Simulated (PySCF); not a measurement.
## Which determinant of LiF lies lowest?

Unrestricted PBE0; basis Li x2c-TZVPPall, F x2c-TZVPPall; spin-free X2C with a Gaussian nucleus; PySCF 2.14. Outer shells of the fragments: Li 2s1; F 2s2 2p5.

Followed along the bond (rough minima from three points):

```csv
2Ms+1,unpaired,⟨S²⟩ at the start,R at minimum (Å),Te (eV)
1,none,0.00,1.57,0.00
3,"σ ↑, π ↑",2.00,none in the scan,≤ 5.71
```

Solutions found at the starting distance of 1.900 Å, counted from the lowest of them; the search is not exhaustive and high or unbound solutions are not listed, so other states can lie among these:

```tsv
2Ms+1	unpaired	term	E (eV)	⟨S²⟩	⟨Lz²⟩	μ (D)
1	none	¹Σ⁺	0.00	0.00	0.00	-7.57
3	σ ↑, π ↑	³Π	5.24	2.00	1.00	2.52
1	σ ↓, π ↑	mixed	5.26	1.00	1.00	2.68
3	σ ↑↑	³Σ⁺	5.63	2.00	0.00	2.61
3	π ↑↑	mixed	6.79	2.00	2.00	0.50
3	π ↑↑	mixed	6.88	2.00	2.00	0.62
```

A term symbol is given only where ⟨S²⟩ and ⟨Lz²⟩ are close to those of a pure state; real π, δ and φ orbitals otherwise mix terms. A positive dipole means Li(−)F(+).

Counting both spins, an empty level lies below a filled one in some of these solutions, because spin and occupation are held.
